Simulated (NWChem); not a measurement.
**One shape, several levels: C4H3S− (SMILES C#C/C=C/[S-])**

Aim: a comparison of 5 runs (HF/STO-3G, HF/3-21G, B3LYP/6-31G*, MP2/pcseg-1) of C4H3S−. 

The calculation is run with NWChem 7.3.0.

**1. Starting point**

The species is C4H3S− (8 atoms), meant as a singlet with charge -1. SMILES: `C#C/C=C/[S-]`. Geometry: relaxed at GFN2-xTB.

Bond lengths: C1–C2 1.208 Å, C2–C3 1.395 Å, C3–C4 1.358 Å, C4–S5 1.692 Å, C1–H6 1.050 Å, C3–H7 1.084 Å, C4–H8 1.092 Å. Angles: C1–C2–C3 178.8°, C2–C3–C4 123.1°, C3–C4–S5 126.1°, C2–C1–H6 177.9°, C2–C3–H7 117.2°, C4–C3–H7 119.8°, C3–C4–H8 118.1°, S5–C4–H8 115.8°.

**2. Energy and forces at HF/STO-3G (run 1)**

File geom.nw:

```
start geom
title "C4H3S hf"
memory stack 880 mb heap 220 mb global 1100 mb
charge -1

geometry units angstroms noautosym nocenter noautoz
  C       -0.507730       0.863020       1.935300
  C       -0.007200       0.432730       0.923440
  C        0.588850      -0.040720      -0.245210
  C       -0.114170      -0.609280      -1.258350
  S        0.529470      -1.209480      -2.703730
  H       -0.957400       1.202860       2.821630
  H        1.665360       0.059110      -0.327060
  H       -1.197170      -0.698240      -1.146020
end

basis spherical bse
  * library STO-3G
end

scf
  thresh 1e-08
  maxiter 80
end

task scf gradient
```

Started as:

```console
$ nwchem geom.nw > geom.out
```

Log:

```text
[...]
  functions       =    32
[...]
  wavefunction    = RHF
[...]
         Total SCF energy =   -544.257201391407
      One-electron energy =  -1087.938299724618
      Two-electron energy =    380.879022103368
 Nuclear repulsion energy =    162.802076229843
        Time for solution =      1.3s
[...]
                         RHF ENERGY GRADIENTS
    atom               coordinates                        gradient
                 x          y          z           x          y          z
   1 C      -0.959471   1.630871   3.657187   -0.035111   0.032879   0.073831
   2 C      -0.013606   0.817741   1.745049    0.045143  -0.044813  -0.101856
   3 C       1.112765  -0.076950  -0.463380   -0.011376   0.005024   0.013027
   4 C      -0.215750  -1.151372  -2.377937   -0.017957   0.019949   0.046389
   5 S       1.000553  -2.285586  -5.109309    0.008767  -0.005440  -0.013644
   6 H      -1.809224   2.273076   5.332108    0.002516  -0.002668  -0.005453
   7 H       3.147074   0.111702  -0.618054    0.005405   0.000583  -0.000203
   8 H      -2.262323  -1.319482  -2.165664    0.002614  -0.005513  -0.012090
[...]
```

Wall time 2 s (1 thread of AMD EPYC 9R45 (Zen 5), shared host); peak memory 0.099 GiB.

**3. Energy and gradient at HF/3-21G (run 2)**

File struct.xyz:

```xyz
8
C4H3S
C     -0.507730     0.863020     1.935300
C     -0.007200     0.432730     0.923440
C      0.588850    -0.040720    -0.245210
C     -0.114170    -0.609280    -1.258350
S      0.529470    -1.209480    -2.703730
H     -0.957400     1.202860     2.821630
H      1.665360     0.059110    -0.327060
H     -1.197170    -0.698240    -1.146020
```

File run.py:

```python
from ase.io import read
from ase.calculators.nwchem import NWChem

molecule = read('struct.xyz')

calc = NWChem(
    label='struct',
    theory='scf',
    memory='2200 mb',
    basis='3-21G',
    basispar='spherical bse',
    charge=-1,
    scf={'nopen': '0', 'rhf': None, 'thresh': '1e-08', 'maxiter': '80', 'print': 'low'},
)
molecule.calc = calc

forces = molecule.get_forces()
e = molecule.get_potential_energy()
print(f"E = {e:.6f} eV")
print("forces (eV/A):")
for s, f in zip(molecule.symbols, forces):
    print(f"{s:2s} {f[0]:10.5f} {f[1]:10.5f} {f[2]:10.5f}")
```

Started as:

```console
$ export ASE_NWCHEM_COMMAND="nwchem PREFIX.nwi > PREFIX.nwo"
$ python run.py
```

Log:

```text
E = -14908.326602 eV
forces (eV/A):
C     0.35754   -0.44922   -0.76506
C    -0.89809    0.85407    1.78023
C     0.17288   -0.47401   -0.98288
C    -0.66597    0.90163    2.13371
S     0.87613   -0.95794   -2.27975
H     0.04926    0.02005   -0.06011
H    -0.40063   -0.08665   -0.07662
H     0.50887    0.19206    0.25048
```

The calculator wrote struct.nwi:

```
title "struct"

permanent_dir struct

scratch_dir struct

start struct

geometry units angstrom nocenter noautosym noautoz
  C  -5.0773000000000001e-01 8.6302000000000001e-01 1.9353000000000000e+00
  C  -7.1999999999999998e-03 4.3273000000000000e-01 9.2344000000000004e-01
  C  5.8884999999999998e-01 -4.0719999999999999e-02 -2.4521000000000001e-01
  C  -1.1416999999999999e-01 -6.0928000000000004e-01 -1.2583500000000001e+00
  S  5.2947000000000000e-01 -1.2094800000000001e+00 -2.7037300000000002e+00
  H  -9.5740000000000003e-01 1.2028600000000000e+00 2.8216299999999999e+00
  H  1.6653600000000000e+00 5.9110000000000003e-02 -3.2706000000000002e-01
  H  -1.1971700000000001e+00 -6.9823999999999997e-01 -1.1460200000000000e+00
end

charge -1

memory 2200 mb

basis spherical bse noprint
   * library 3-21G
end

scf
  nopen 0
  rhf
  thresh 1e-08
  maxiter 80
  print low
end

task scf gradient
```

struct.nwo:

```text
Northwest Computational Chemistry Package (NWChem) 7.3.0
             --------------------------------------------------------

           Job information
           ---------------

    nwchem branch   = 7.3.0
    use scalapack   = T
    input           = struct.nwi
    prefix          = struct.
    data base       = struct/struct.db
    status          = startup
    nproc           =        1

           Memory information
           ------------------

[... 5 lines left out ...]
    hardfail = no
[... 108 lines left out ...]
       Final RHF  results
[... 3 lines left out ...]
      One-electron energy =  -1084.534441133352
[... 1 line left out ...]
 Nuclear repulsion energy =    162.802076229843
[... 3 lines left out ...]
                              NWChem Gradients Module
                              -----------------------

                         RHF ENERGY GRADIENTS

    atom               coordinates                        gradient
                 x          y          z           x          y          z
   1 C      -0.959471   1.630871   3.657187   -0.006953   0.008736   0.014878
   2 C      -0.013606   0.817741   1.745049    0.017465  -0.016609  -0.034620
   3 C       1.112765  -0.076950  -0.463380   -0.003362   0.009218   0.019114
[... 4 lines of this table left out ...]
   8 H      -2.262323  -1.319482  -2.165664   -0.009896  -0.003735  -0.004871

 Task  times  cpu:        1.8s     wall:        1.8s
 Total times  cpu:        1.8s     wall:        1.8s
```

Run time: 2.6 s. Hardware: 1 thread of AMD EPYC 9R45 (Zen 5), shared host; peak memory 0.098 GiB.

Run 3 isn't shown in full; the table further down has it.

**4. Energy and gradient at B3LYP/6-31G(d) (Cartesian functions) (run 4)**

File run.py:

```python
from ase import Atoms
from ase.calculators.nwchem import NWChem

molecule = Atoms(['C', 'C', 'C', 'C', 'S', 'H', 'H', 'H'], positions=[
    [-0.507730, 0.863020, 1.935300],
    [-0.007200, 0.432730, 0.923440],
    [0.588850, -0.040720, -0.245210],
    [-0.114170, -0.609280, -1.258350],
    [0.529470, -1.209480, -2.703730],
    [-0.957400, 1.202860, 2.821630],
    [1.665360, 0.059110, -0.327060],
    [-1.197170, -0.698240, -1.146020],
])

calc = NWChem(
    label='geom',
    theory='dft',
    memory='2200 mb',
    basis='6-31G*',
    charge=-1,
    dft={'xc': 'b3lyp', 'mult': '1', 'grid': 'xfine', 'convergence': 'energy 1e-08', 'iterations': '100', 'mulliken': None},
)
molecule.calc = calc

forces = molecule.get_forces()
print("Total energy (eV):", round(molecule.get_potential_energy(), 6))
print("forces (eV/A):")
for s, f in zip(molecule.symbols, forces):
    print(f"{s:2s} {f[0]:10.5f} {f[1]:10.5f} {f[2]:10.5f}")
print("dipole (e A):", molecule.get_dipole_moment().round(4))
```

Started as:

```console
$ export ASE_NWCHEM_COMMAND="nwchem PREFIX.nwi > PREFIX.nwo"
$ python run.py
```

Log:

```text
Total energy (eV): -15030.873948
forces (eV/A):
C    -0.34108    0.33265    0.75344
C     0.21047   -0.16347   -0.45241
C     0.25510    0.20157    0.39297
C    -0.24857   -0.21464   -0.35106
S     0.27089   -0.41240   -0.95702
H    -0.24312    0.17879    0.48866
H     0.18754   -0.03517   -0.12516
H    -0.09122    0.11272    0.25058
dipole (e A): [-0.3775  0.649   1.4975]
```

The calculator wrote geom.nwi:

```
title "geom"

permanent_dir geom

scratch_dir geom

start geom

geometry units angstrom nocenter noautosym noautoz
  C  -5.0773000000000001e-01 8.6302000000000001e-01 1.9353000000000000e+00
  C  -7.1999999999999998e-03 4.3273000000000000e-01 9.2344000000000004e-01
  C  5.8884999999999998e-01 -4.0719999999999999e-02 -2.4521000000000001e-01
  C  -1.1416999999999999e-01 -6.0928000000000004e-01 -1.2583500000000001e+00
  S  5.2947000000000000e-01 -1.2094800000000001e+00 -2.7037300000000002e+00
  H  -9.5740000000000003e-01 1.2028600000000000e+00 2.8216299999999999e+00
  H  1.6653600000000000e+00 5.9110000000000003e-02 -3.2706000000000002e-01
  H  -1.1971700000000001e+00 -6.9823999999999997e-01 -1.1460200000000000e+00
end

charge -1

memory 2200 mb

basis noprint
   * library 6-31G*
end

dft
  xc b3lyp
  mult 1
  grid xfine
  convergence energy 1e-08
  iterations 100
  mulliken
end

task dft gradient
```

geom.nwo:

```text
Northwest Computational Chemistry Package (NWChem) 7.3.0
             --------------------------------------------------------

           Job information
           ---------------

    nwchem branch   = 7.3.0
    use scalapack   = T
    input           = geom.nwi
    prefix          = geom.
    data base       = geom/geom.db
    status          = startup
    nproc           =        1

           Memory information
           ------------------

[... 5 lines left out ...]
    hardfail = no
[... 102 lines left out ...]
  convergence criterion.
[... 42 lines left out ...]
          Spatial weights used:  Erf1
[... 34 lines left out ...]
 1-e energy   =   -1100.895192
[... 53 lines left out ...]
           Coulomb energy =      422.288624779750
[... 665 lines left out ...]
          Convergence on density requested:  1.00D-05
[... 28 lines left out ...]
          total energy or number of iterations.
[... 36 lines left out ...]
                 ----------------------------------------
                 |  Time  |  1-e(secs)   |  2-e(secs)   |
                 ----------------------------------------
                 |  CPU   |       0.00   |       1.11   |
                 ----------------------------------------
                 |  WALL  |       0.00   |       1.11   |
                 ----------------------------------------

 Task  times  cpu:       18.4s     wall:       18.4s
 Total times  cpu:       18.4s     wall:       18.4s
```

Wall time 19 s (1 thread of AMD EPYC 9R45 (Zen 5), shared host); peak memory 0.15 GiB.

**5. Energy and forces at MP2/pcseg-1 (run 5)**

File c4h3s.nw:

```
start c4h3s
title "C4H3S mp2"
memory stack 880 mb heap 220 mb global 1100 mb
charge -1

geometry noautosym nocenter noautoz
  C     -0.507730     0.863020     1.935300
  C     -0.007200     0.432730     0.923440
  C      0.588850    -0.040720    -0.245210
  C     -0.114170    -0.609280    -1.258350
  S      0.529470    -1.209480    -2.703730
  H     -0.957400     1.202860     2.821630
  H      1.665360     0.059110    -0.327060
  H     -1.197170    -0.698240    -1.146020
end

basis spherical bse
  C library pcseg-1
  S library pcseg-1
  H library pcseg-1
end

scf
  thresh 1e-08
  maxiter 80
  noprint "final vectors analysis"
end

mp2
  freeze core 9
  tight
end

task mp2 gradient
```

Started as:

```console
$ nwchem c4h3s.nw > c4h3s.out
```

Log:

```text
[...]
  functions       =    89
[...]
  wavefunction    = RHF
[...]
         Total SCF energy =   -550.620928392731
      One-electron energy =  -1087.440441517528
      Two-electron energy =    374.017436894954
 Nuclear repulsion energy =    162.802076229843
        Time for solution =      8.6s
[...]
          Total MP2 energy          -551.262214474474
[...]
                         mp2 ENERGY GRADIENTS
    atom               coordinates                        gradient
                 x          y          z           x          y          z
   1 C      -0.959471   1.630871   3.657187    0.014880  -0.013064  -0.030373
   2 C      -0.013606   0.817741   1.745049   -0.010032   0.009466   0.022082
   3 C       1.112765  -0.076950  -0.463380   -0.009564  -0.001983  -0.001544
   4 C      -0.215750  -1.151372  -2.377937    0.003695   0.005410   0.009750
   5 S       1.000553  -2.285586  -5.109309   -0.004098   0.006251   0.014519
   6 H      -1.809224   2.273076   5.332108    0.005740  -0.004557  -0.011636
   7 H       3.147074   0.111702  -0.618054   -0.003572   0.000682   0.002400
   8 H      -2.262323  -1.319482  -2.165664    0.002951  -0.002205  -0.005199
[...]
```

Wall time 21 s (1 thread of AMD EPYC 9R45 (Zen 5), shared host); peak memory 0.28 GiB.

**6. Overview of the runs**

```
run                               level  iteration cap  module  energy (Eh)  HOMO energy (eV)  LUMO energy (eV)  HOMO–LUMO gap (eV)  wall time
  1                           HF/STO-3G             80     scf  -544.257201              2.47             13.53               11.06        2 s
  2                            HF/3-21G             80     scf  -547.870902                 –                 –                   –      2.6 s
  3  B3LYP/6-31G* (spherical functions)            100     dft  -552.368054              0.15              4.61                4.46       18 s
  4  B3LYP/6-31G* (Cartesian functions)            100     dft  -552.374434              0.15              4.61                4.46       19 s
  5                         MP2/pcseg-1             80     mp2  -551.262214                 –                 –                   –       21 s
```

**7. What came out**

```
                                          quantity          value
                               run 5: total energy  -551.26221 Eh
run 5: correlation energy (9 core orbitals frozen)     -641.3 mEh
                   run 5: largest force on an atom     1.864 eV/Å
```

Over runs 1, 3, 4 the HOMO–LUMO gap runs from 4.46 eV (B3LYP/6-31G*) to 11.06 eV (HF/STO-3G). The two ends differ in method and basis. The empty levels of an anion lie above zero and hang on the basis. In runs 1, 3, 4 the HOMO lies above zero, so the outermost electron may be held by the basis alone. In run 1 the basis is minimal, so the values are rough. All runs together took 63 s, the longest 21 s.
